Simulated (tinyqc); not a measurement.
Ways to converge the cycle: SCF convergence aids in the sto-3g basis, for H2O, spin multiplicity 3. Computed by the program tinyqc with PySCF. UHF with one setting changed at a time; a run stops when the energy changes by less than 1e-09 hartree and the error matrix is below 1e-5. The start is the core Hamiltonian. Damping d keeps d of the old density; a shift (hartree) raises the virtual levels; DIIS n extrapolates F over n matrices.

Geometry (angstrom):
```
atom,x,y,z
O,0.0000,0.0000,0.0000
H,0.0000,0.9200,0.6390
H,0.0000,-0.9950,0.6910
```

lowest solution found by these runs and by PySCF with stability checks = -74.730427 hartree

Largest element of the error matrix X^T (FDS - SDF) X:
```
iteration,plain,damping 0.3,damping 0.6,shift 0.4,DIIS 3,DIIS 8
1,2.5e-01,2.5e-01,2.5e-01,2.5e-01,2.5e-01,2.5e-01
2,6.2e-02,1.0e-01,1.8e-01,2.0e-01,6.2e-02,6.2e-02
3,3.0e-02,5.2e-02,1.2e-01,6.7e-02,3.1e-02,3.1e-02
4,1.9e-02,3.3e-02,8.3e-02,2.7e-02,1.8e-02,1.8e-02
5,1.7e-02,2.3e-02,5.9e-02,2.3e-02,1.5e-02,1.3e-02
6,1.5e-02,1.8e-02,4.4e-02,2.1e-02,9.5e-03,9.2e-03
8,1.2e-02,1.5e-02,2.7e-02,1.9e-02,4.7e-03,5.1e-03
10,8.8e-03,1.3e-02,1.9e-02,1.8e-02,2.7e-03,6.9e-04
14,5.8e-03,8.7e-03,1.5e-02,1.6e-02,2.6e-05,7.9e-06
20,3.3e-03,5.7e-03,1.1e-02,1.1e-02,-,-
30,9.1e-04,2.8e-03,6.4e-03,5.2e-03,-,-
45,1.2e-04,7.6e-04,3.9e-03,1.8e-03,-,-
60,1.5e-05,1.9e-04,2.0e-03,5.0e-04,-,-
```

How each run ends:
```
run,iterations,E (hartree),state
plain,>60,-74.730427,"falls steadily but slowly, by a factor of about 0.87 a step"
damping 0.3,>60,-74.730426,"falls steadily but slowly, by a factor of about 0.91 a step"
damping 0.6,>60,-74.730308,"falls steadily but slowly, by a factor of about 0.95 a step"
shift 0.4,>60,-74.730420,"falls steadily but slowly, by a factor of about 0.92 a step"
DIIS 3,16,-74.730427,lowest found
DIIS 8,15,-74.730427,lowest found
```

What does the comparison show, and why?

2 of 6 runs reach the lowest solution found, in 15 to 16 iterations (fastest: DIIS 8). Not converged: plain, damping 0.3, damping 0.6, shift 0.4. DIIS 3 and DIIS 8 gain by cancelling the error over several earlier matrices, much as a quasi-Newton step does.
